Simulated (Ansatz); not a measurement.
A made-up structure of AlH₂O₂ (charge -1), singlet:

O1  (1.876, 0.014, 1.101)
Al2  (-0.392, -0.344, 0.160)
O3  (0.983, 0.720, 0.433)
H4  (-0.643, -0.272, -1.457)
H5  (1.291, 1.108, -0.388)
(Å)

It is relaxed with PBE-D4/def2-SVPD and then PBE0-D4/def2-TZVPD (Ansatz 0.2.0). Atoms count as bonded within 1.22 times the sum of their covalent radii (H–H: 0.88 Å). The end point is not checked to be a true minimum.

(1) Does its bonding change? (Judge from chemistry; the calculation decides.)

## Answers

(1) Computed: Yes. Formed: O1–Al2; broken: Al2–O3.

Where it ends: The first stage lowers the energy by 2.46 eV in 18 steps. It ends as AlH₂O₂ ([OH][O][AlH]), total charge -1:
```xyz
5
angstrom
O 1.0862 -0.0123 1.0039
Al -0.2535 -0.9651 0.2965
O 1.5803 1.1116 0.2259
H -0.2855 0.0569 -1.1253
H 0.9870 1.0354 -0.5524
```

Labels in which every atom is bracketed show which atoms are joined, not bond orders.

For scale, one of the runs: PBE0-D4/def2-TZVPD relaxation, 141 basis functions, launched by `ansatz run in.yaml --threads 2 --pin off --events-out ev --progress --plain --max-ram 4352MiB`. Hardware: 2 CPU threads of an Intel Xeon, shared host. Wall time about 31 s.
